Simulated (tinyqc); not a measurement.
Inside a calculation. Method: ROHF in the sto-3g basis, for LiH, spin multiplicity 3. This run ends on a higher stationary point, not on the lowest solution. Computed by tinyqc, a small Python program that keeps every step (integrals from PySCF). Settings: charge = 0, multiplicity = 3, basis = sto-3g, energy threshold = 1e-10, iteration cap = 70, orthogonalisation = symmetric, start = core, DIIS depth = 0, method = ROHF. Command: `OMP_NUM_THREADS=1 python tinyqc.py 27801 27802 out.jsonl` (the two numbers bound the seeds that draw the settings). One thread of a shared host (Intel(R) Xeon(R) Processor @ 2.60GHz), about 0.1 s of CPU time with the checks.

Geometry (angstrom):
```
atom,x,y,z
Li,0.00000,0.00000,0.00000
H,0.00000,0.00000,1.96200
```

Stop when the energy changes by less than 1e-10 hartree and every element of the error matrix X^T (F D S - S D F) X is below 3e-06.

Course of the cycle:
```
iteration,E (hartree),change,largest element of the error matrix
1,-7.6513726,-,2.17e-01
2,-7.7134741,-6.21e-02,2.79e-02
3,-7.7167131,-3.24e-03,5.09e-03
4,-7.7167798,-6.68e-05,5.86e-04
5,-7.7167809,-1.04e-06,1.74e-04
6,-7.7167810,-8.22e-08,5.45e-05
7,-7.7167810,-1.31e-08,2.38e-05
8,-7.7167810,-2.20e-09,9.66e-06
9,-7.7167810,-3.71e-10,3.98e-06
10,-7.7167810,-6.26e-11,1.63e-06
```

Can the last value be used, and what does the course show?

No, though the log alone does not show it. Converged in 10 iterations. But the solution lies 0.05879 hartree above the reference: it is another stationary point, not the lowest one. Reruns (cap 100 unless said): DIIS 8: converged in 7 to a higher stationary point; atomic densities as start, DIIS 8: converged in 9. PySCF ROHF in the same basis = -7.7755712 hartree.
